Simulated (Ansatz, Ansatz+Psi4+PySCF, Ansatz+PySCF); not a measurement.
```xyz
2

C     0.0000    0.0000    0.1601
H     0.0000    0.0000   -0.9605
```

Basis set: cc-pVTZ (spherical functions). Frozen core: 1 orbital. Correlation on ROHF uses semicanonical orbitals with singles. Charge 0, multiplicity 2.

Computed with Ansatz (development build ahead of 0.2.0); each method stands on the lowest determinant of its kind that the runs found.

(1) Give the atomization energy at this shape (free ground-state atoms in the same class of orbitals less the molecule, no zero-point energy) of doublet CH by ROHF-CCSD(T), ROHF-MP2, UHF-MP2, UHF.

Answers

(1)

```
      method  atomization energy
ROHF-CCSD(T)             3.53 eV
    ROHF-MP2             3.39 eV
     UHF-MP2             3.25 eV
         UHF             2.54 eV
```

Caution for UHF-MP2: another reference gives a lower total; large amplitudes, a single reference is doubtful. Caution for UHF-MP2, UHF: the determinant breaks the point group; the unrestricted determinant is spin contaminated.
